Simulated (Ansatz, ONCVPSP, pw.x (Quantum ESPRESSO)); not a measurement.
## What a changed setting does to a pw.x run (bcc W)

Potential: optimised norm-conserving Vanderbilt (ONCV), ONCVPSP 4.0.1.1 (patched build), PBE; core [Kr] 4d10 4f14, reference 5s2 5p6 5d4 6s2; waves: 5s+6s: rc 1.90 bohr, ncon 4, nbas 8, qcut 7.7 1/bohr, 3 projectors, debl 0.3 Ha; 5p: rc 1.85 bohr, ncon 4, nbas 8, qcut 8 1/bohr, 2 projectors, debl 0.6 Ha; 5d: rc 2.85 bohr, ncon 4, nbas 9, qcut 6.6 1/bohr, 1 projector; local part: polynomial inside 1.50 bohr (lpopt 5, dvloc0 0 Ha); core correction: Teter function, fcfact 2, rcfact 1.45. In the p channel the program set the typed energies aside and used -1.588, 0.250 Ha.

The reference run (k-mesh 14³, cutoffs 55/220 Ry, Fermi–Dirac 0.01 Ry, mixing_beta 0.4, conv_thr 1e-9, no spin) gives -2.30 GPa at 16.130 Å³/atom, where all-electron LAPW gives 0.30 GPa. This run, with its own iteration cap, changes k-mesh points per axis to 6.

```
&control
  calculation='scf', prefix='x', pseudo_dir='./', outdir='./tmp', tstress=.true., disk_io='none'
/
&system
  ibrav=0, nat=1, ntyp=1, ecutwfc=55, ecutrho=220, nbnd=15,
  occupations='smearing', smearing='fd', degauss=0.01
/
&electrons
  conv_thr=1e-09, mixing_beta=0.4, electron_maxstep=60
/
ATOMIC_SPECIES
W 1.0 W.UPF
CELL_PARAMETERS angstrom
  -1.59168867 1.59168867 1.59168867
  1.59168867 -1.59168867 1.59168867
  1.59168867 1.59168867 -1.59168867
ATOMIC_POSITIONS crystal
W 0.0000 0.0000 0.0000
K_POINTS automatic
6 6 6 0 0 0
```

```bash
pw.x < W.scf.in > W.scf.out
```

How does the run end?

It converges in 7 iterations; the free energy moves by -52.0 meV/atom and the pressure by -1.78 GPa.

```
Message from routine setup:
     using ibrav=0 with symmetry is DISCOURAGED, use correct ibrav instead
     lattice parameter (alat)  =       5.2098  a.u.
     unit-cell volume          =     108.8506 (a.u.)^3
     number of electrons       =        14.00
     number of Kohn-Sham states=           15
     kinetic-energy cutoff     =      55.0000  Ry
     charge density cutoff     =     220.0000  Ry
     scf convergence threshold =      1.0E-09
     Exchange-correlation= PBE
     number of k points=    16  Fermi-Dirac smearing, width (Ry)=  0.0100
     iteration #  1     ecut=    55.00 Ry     beta= 0.40
     total energy              =    -142.76503662 Ry
     estimated scf accuracy    <       0.03567168 Ry
     iteration #  2     ecut=    55.00 Ry     beta= 0.40
     total energy              =    -142.76552901 Ry
     estimated scf accuracy    <       0.00588860 Ry
     iteration #  3     ecut=    55.00 Ry     beta= 0.40
     total energy              =    -142.76621817 Ry
     estimated scf accuracy    <       0.00037472 Ry
     iteration #  4     ecut=    55.00 Ry     beta= 0.40
     total energy              =    -142.76623171 Ry
     estimated scf accuracy    <       0.00000138 Ry
     iteration #  5     ecut=    55.00 Ry     beta= 0.40
     total energy              =    -142.76623215 Ry
     estimated scf accuracy    <       0.00000024 Ry
     iteration #  6     ecut=    55.00 Ry     beta= 0.40
     total energy              =    -142.76623217 Ry
     estimated scf accuracy    <          5.9E-09 Ry
     iteration #  7     ecut=    55.00 Ry     beta= 0.40
     the Fermi energy is    22.1626 ev
!    total energy              =    -142.76623218 Ry
     estimated scf accuracy    <          3.0E-10 Ry
     smearing contrib. (-TS)   =      -0.00266261 Ry
     The total energy is F=E-TS. E is the sum of the following terms:
     one-electron contribution =     -18.04205759 Ry
     hartree contribution      =      16.53385857 Ry
     xc contribution           =     -22.68422939 Ry
     ewald contribution        =    -118.57114115 Ry
     convergence has been achieved in   7 iterations
          total   stress  (Ry/bohr**3)                   (kbar)     P=      -40.83
     Message from routine punch:
     Nothing written, as per user request (disk_io='none')
```

The run took about 1.9 s on one core of a shared host (Neoverse-V1, 32 threads, 126 GiB, load 17).
